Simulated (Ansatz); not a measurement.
# Property card for GaAg3

Computed with DFT r2SCAN, scalar-relativistic, plane waves, PAW (Ansatz).

Settings: cutoff 500 eV, Γ-centred mesh 18×18×6 on the computed 4-atom cell, Gaussian smearing of 0.10 eV; no spin polarisation.

The structure is relaxed at this level of theory with its symmetry kept. Whether it is the stable form of this composition wasn't checked.

```cif
data_structure
_symmetry_space_group_name_H-M 'P-6m2'
_symmetry_Int_Tables_number 187
_cell_length_a 2.9195
_cell_length_b 2.9195
_cell_length_c 9.2198
_cell_angle_alpha 90.000
_cell_angle_beta 90.000
_cell_angle_gamma 120.000
_cell_volume 68.05
loop_
_atom_site_label
_atom_site_type_symbol
_atom_site_symmetry_multiplicity
_atom_site_Wyckoff_symbol
_atom_site_fract_x
_atom_site_fract_y
_atom_site_fract_z
_atom_site_occupancy
Ga1 Ga 1 e 0.66667 0.33333 0.00000 1
Ag1 Ag 1 f 0.66667 0.33333 0.50000 1
Ag2 Ag 2 h 0.33333 0.66667 0.24240 1
```

| Quantity | Value |
| --- | --- |
| Space group | P-6m2 (No. 187) |
| Volume per atom | 17.01 Å³ |
| Formation energy from the elements' standard states (uncorrected) | +0.009 eV/atom |
| Generalised Kohn–Sham band gap | none (metal) |
| Density of states at the Fermi level | 0.83 states/eV per cell |
| Löwdin character within 0.5 eV of the Fermi level | Ga 4p 34 %, Ag 5s 31 %, Ag 4d 13 %, Ga 4s 8 %, unprojected 14 % |
| Bader charges (e) | Ga (1 in the cell) 0.16, Ag (1 in the cell) -0.01, Ag (2 in the cell) -0.08 |

Cost: 1 run of about 4.8 core-minutes, on Arm Neoverse V1 (shared hosts).